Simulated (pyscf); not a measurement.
A first-order saddle from PySCF, ωB97X-D3(BJ)/def2-SVP:

```xyz
9

O     -1.3344    -1.3497     0.2226
B     -1.2178    -0.0684    -0.2332
O     -2.3676     0.5944    -0.5757
H     -2.2585    -1.6378     0.2447
H      0.1754     0.6365     0.1888
H     -2.2049     1.4900    -0.8878
O      1.3378     0.7971    -0.3230
H      0.2614     0.2810    -0.7861
H      1.8561     0.0401    -0.0009
```
Charge 0, spin multiplicity 1.

Surface: singlet, charge 0. Lowest wavenumbers (cm⁻¹): 2859i, 107, 249, 377, 378.

Task: Which two sides does it connect, and which bonds change?

Result: HO–BH–OH + H₂O <-> HO–BH–OH + H₂O, a four-centre exchange read from left to right: B–H, H–O broken and B–H, H–O formed. At CCSD(T)/def2-TZVPP + ΔMP2(QZVPP) it lies +3.68 eV from the left side and +3.68 eV from the right (each side as separated species at their lowest minima found). On the reactant side the descent ends in a complex (not fully relaxed), 0.18 eV under the separated species and 3.73 eV under the saddle at ωB97X-D3(BJ)/def2-TZVP. On the product side the descent ends in a complex (not fully relaxed), 0.18 eV under the separated species and 3.74 eV under the saddle at ωB97X-D3(BJ)/def2-TZVP. The reactants may also form a dative adduct at HO–BH–OH; it and routes through it were not searched. The products may also form a dative adduct at HO–BH–OH; it and routes through it were not searched. At ωB97X-D3(BJ)/def2-TZVP the barrier from the zero used here is 3.55 eV. The same reactants have a lower exit, to HO–B(OH)–OH + H₂ (barrier +1.26 eV at ωB97M-D3(BJ)/def2-TZVP, against +3.50 eV here). Another saddle between the same species, by other bonds, lies lower (0.91 eV against 3.50 eV at ωB97M-D3(BJ)/def2-TZVP). The CCSD(T) − MP2 part came from Ansatz, without density fitting, on the same reference.
